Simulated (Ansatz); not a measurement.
Reaction: C2H3O (SMILES C[C]=O, doublet) → C2H3O (SMILES [CH2]C=O, doublet)
Each species at its own B3LYP-D3(BJ)/def2-TZVP minimum (Ansatz, a first-principles code).

Total energies in hartree (Ansatz). UHF or UKS for unpaired electrons; spin-orbit terms are left out. Correlated methods leave the cores frozen. No relativity. The UHF reference of C2H3O ([CH2]C=O, doublet) is spin-contaminated (<S^2> up to 0.18 over the pure value in the sets run).

```tsv
species	HF/cc-pVTZ	CCSD(T)/cc-pVTZ	HF/cc-pVQZ	CCSD(T)/cc-pVQZ	CCSD(T)/cc-pVDZ	CCSDT(Q)/cc-pVDZ
1: C2H3O (SMILES O=[C]C, doublet)	-152.35621	-152.93577	-152.36765	-152.98170	-152.78454	-152.78679
2: C2H3O (SMILES O=C[CH2], doublet)	-152.35765	-152.92440	-152.36872	-152.97016	-152.77223	-152.77487
```

Question: Work out the isomerisation energy (electronic) in kJ/mol: take Hartree-Fock from cc-pVQZ, extrapolate the CCSD(T) correlation energy as X^-3 (X = 3, 4), and add CCSDT(Q) - CCSD(T) in cc-pVDZ. 1 hartree = 2625.5 kJ/mol.

Answer: 
Species 1: correlation (64·(-0.61405) - 27·(-0.57956))/37 = -0.63922; step -0.00225; E1 = -152.36765 + (-0.63922) + (-0.00225) = -153.00912
Species 2: correlation (64·(-0.60144) - 27·(-0.56675))/37 = -0.62675; step -0.00264; E2 = -152.36872 + (-0.62675) + (-0.00264) = -152.99811
-1·E1 +1·E2 = 0.01101 hartree = 28.9 kJ/mol.
